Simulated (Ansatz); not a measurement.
# BFHSi: the cost of one run

Method: def2-QZVPP, all electrons in the functionals, frozen cores in the correlation of double hybrids and RPA; program: Ansatz 0.2.0, Gaussian basis.

Plan: wB97M-V, B2PLYP, at charge 0, quartet; charge 0, doublet; charge 0, sextet; charge 1, triplet; charge 1, quintet.

## Step 1: The geometry

The geometry is a PBE0/def2-TZVP stationary point (not a proven minimum).

4 atoms, charge 0, spin multiplicity 4.

Atoms are counted from 1 here; the program's logs count them from 0.

Bond lengths: B1–Si2 1.844 Å, Si2–F3 1.594 Å, Si2–H4 1.480 Å. Angles: B1–Si2–F3 125.8°, B1–Si2–H4 130.2°, F3–Si2–H4 104.0°.

No dispersion term is added; wB97M-V holds VV10 nonlocal correlation.

The geometry shown and the zero of energy belong to the point charge 0, quartet. The yardstick, UCCSD(T), and other wave-function levels (R restricted, U unrestricted, valence and pair active spaces) come from earlier runs.

## Step 2: wB97M-V, charge 0, quartet

Contents of in.yaml:

```yaml
crystal:
  periodic: [false, false, false]
  atoms:
    - {symbol: B, position_ang: [0.000000, -0.501036, 1.797314]}
    - {symbol: Si, position_ang: [0.000000, 0.361580, 0.166961]}
    - {symbol: F, position_ang: [0.000000, -0.345292, -1.261620]}
    - {symbol: H, position_ang: [0.000000, 1.807190, -0.149981]}
basis:
  gaussian: {orbitals: "def2-QZVPP.json"}
magnetization: {spin_polarized: true, initial_magnetization: 3}
hamiltonian: {xc: {name: wB97M-V}}
output: {orbitals: {seedname: orbitals}}
```

Launch:

```console
ansatz run in.yaml --threads 1 --pin off --events-out ev --progress --plain --max-ram 2393MiB
```

**Question.** How long does this run take on 1 thread of Arm Neoverse V2, shared host, and how much memory does it need?

About 19 s, with a peak of 0.57 GiB.
